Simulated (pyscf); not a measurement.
HB=NH + silane (SiH₄) → H₂N–BH–SiH₃, an addition across a multiple bond or ene-type step (singlet surface; H–Si broken, B–Si, H–N formed). Optimised with ωB97X-D3(BJ)/def2-SVP in PySCF. Correlated levels are frozen-core, on RHF or UHF. ΔMP2 is the change of the MP2 total energy from the triple- to the quadruple-zeta basis. Energies in eV from the separated reactants.

Small-basis levels: PySCF, no dispersion term, spherical d functions. 

**Question.** Quick B3LYP/6-31G* single points give ΔE‡ = 2.15 eV and ΔE = -1.26 eV. What does CCSD(T)/def2-TZVPP + ΔMP2(QZVPP) give, and how far is the quick result from it?

**Answer.** CCSD(T)/def2-TZVPP + ΔMP2(QZVPP) gives ΔE‡ = 2.09 eV and ΔE = -1.26 eV. B3LYP/6-31G* lies 0.06 eV over it in the barrier and 0.00 eV under it in the reaction energy, so on this step it holds to within 0.13 eV. CCSD(T)/def2-TZVPP + ΔMP2(QZVPP) has limits of its own. At the saddle there is also a short B–H contact that neither side keeps. The same reactants have a lower exit, to H₂B–NH–SiH₃ (barrier +0.72 eV at ωB97M-D3(BJ)/def2-TZVP, against +2.13 eV here). H₂N–BH–SiH₃ lies 0.57 eV over its isomer H₂B–NH–SiH₃ (electronic energy, ωB97M-D3(BJ)/def2-TZVP). One saddle was located; it need not be the lowest between these sides. The CCSD(T) − MP2 part came from Ansatz, without density fitting, on the same reference.
